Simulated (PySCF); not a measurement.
## AlF: energy against distance

Set-up: Al def2-SVPD, F def2-SVPD; no relativity (PySCF 2.14). Energies in eV from Al + F in their ground configurations at the same level. State: ¹Σ⁺ (singlet), closed shell.

All columns are PBE. A positive dipole means Al(−)F(+).

```json
{"R (Å)": "1.465", "E (eV)": "-5.887", "μ (D)": "-0.49", "Mulliken charge on Al (basis-dependent)": "0.53", "HOMO (eV)": "-5.92", "LUMO (eV)": "-1.76", "Mayer bond order": "0.65", "⟨S²⟩": "0.00"}
{"R (Å)": "1.533", "E (eV)": "-6.499", "μ (D)": "-0.80", "Mulliken charge on Al (basis-dependent)": "0.52", "HOMO (eV)": "-6.03", "LUMO (eV)": "-1.88", "Mayer bond order": "0.67", "⟨S²⟩": "0.00"}
{"R (Å)": "1.601", "E (eV)": "-6.845", "μ (D)": "-1.12", "Mulliken charge on Al (basis-dependent)": "0.52", "HOMO (eV)": "-6.14", "LUMO (eV)": "-1.99", "Mayer bond order": "0.66", "⟨S²⟩": "0.00"}
{"R (Å)": "1.652", "E (eV)": "-6.978", "μ (D)": "-1.38", "Mulliken charge on Al (basis-dependent)": "0.53", "HOMO (eV)": "-6.23", "LUMO (eV)": "-2.07", "Mayer bond order": "0.64", "⟨S²⟩": "0.00"}
{"R (Å)": "1.703", "E (eV)": "-7.029", "μ (D)": "-1.65", "Mulliken charge on Al (basis-dependent)": "0.53", "HOMO (eV)": "-6.31", "LUMO (eV)": "-2.16", "Mayer bond order": "0.62", "⟨S²⟩": "0.00"}
{"R (Å)": "1.754", "E (eV)": "-7.017", "μ (D)": "-1.92", "Mulliken charge on Al (basis-dependent)": "0.55", "HOMO (eV)": "-6.40", "LUMO (eV)": "-2.24", "Mayer bond order": "0.60", "⟨S²⟩": "0.00"}
{"R (Å)": "1.822", "E (eV)": "-6.931", "μ (D)": "-2.30", "Mulliken charge on Al (basis-dependent)": "0.57", "HOMO (eV)": "-6.51", "LUMO (eV)": "-2.35", "Mayer bond order": "0.57", "⟨S²⟩": "0.00"}
{"R (Å)": "1.907", "E (eV)": "-6.745", "μ (D)": "-2.78", "Mulliken charge on Al (basis-dependent)": "0.59", "HOMO (eV)": "-6.63", "LUMO (eV)": "-2.49", "Mayer bond order": "0.54", "⟨S²⟩": "0.00"}
{"R (Å)": "2.010", "E (eV)": "-6.454", "μ (D)": "-3.37", "Mulliken charge on Al (basis-dependent)": "0.62", "HOMO (eV)": "-6.76", "LUMO (eV)": "-2.65", "Mayer bond order": "0.52", "⟨S²⟩": "0.00"}
{"R (Å)": "2.146", "E (eV)": "-6.016", "μ (D)": "-4.16", "Mulliken charge on Al (basis-dependent)": "0.66", "HOMO (eV)": "-6.85", "LUMO (eV)": "-2.86", "Mayer bond order": "0.50", "⟨S²⟩": "0.00"}
```

A fit through these points gives, at Re = 1.718 Å, μ = -1.73 D and dμ/dR = -5.35 D/Å; the reduced mass is 11.15 u.

Task: How strong is the fundamental in the double-harmonic approximation, I = 42.26·(dμ/dR)²/μred km/mol?

Result: I = 42.26·(-5.35)²/11.15 = 108 km/mol at PBE.
